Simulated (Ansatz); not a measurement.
**CCSD(T) forces**

BSiH3Cl (SMILES B[SiH+]Cl) (charge +1), singlet, displaced at random from a GFN2-xTB minimum.

```
6
angstrom
B -0.0475 -0.0343 -1.1067
Si -0.0723 -0.0278 0.8809
Cl 1.3025 0.8664 1.9431
H -0.8618 -0.5448 -1.6888
H 0.8409 0.4655 -1.6649
H -1.1207 -0.6966 1.6759
```

Computed with Ansatz 0.2.0 (basis: def2-TZVPP); correlated methods freeze the cores.

CCSD(T) forces from the calculation:
```
atom      Fx      Fy  Fz (eV/Å)
  B1   1.080   0.566     -0.105
 Si2  -0.513  -0.288      0.731
 Cl3   0.211   0.139      0.143
  H4  -1.435  -0.835     -0.682
  H5   0.507   0.329     -0.117
  H6   0.150   0.089      0.031
```

Task: Which atom feels the largest CCSD(T) force, and how large is it?

Result: H4, 1.79 eV/Å, along (-0.80, -0.47, -0.38).

Root-mean-square difference of the force components from those of CCSD(T): PBE0-D4 0.082; wB97M-V 0.066; r2SCAN-D4 0.067; PBE-D4 0.177; HSE06-D4 0.080; SPW92 0.267 eV/Å.

No T1 diagnostic of these runs exceeds 0.013. These are differences at one structure, and CCSD(T) in triple zeta is itself an approximation.

For scale, one of the runs: CCSD(T)/def2-TZVPP forces, 157 basis functions (an equivalent command: `ansatz run in.yaml --threads 4`). Time: 35 s of wall clock on 4 CPU threads; the host was shared. Peak host memory: 1.9 GiB.
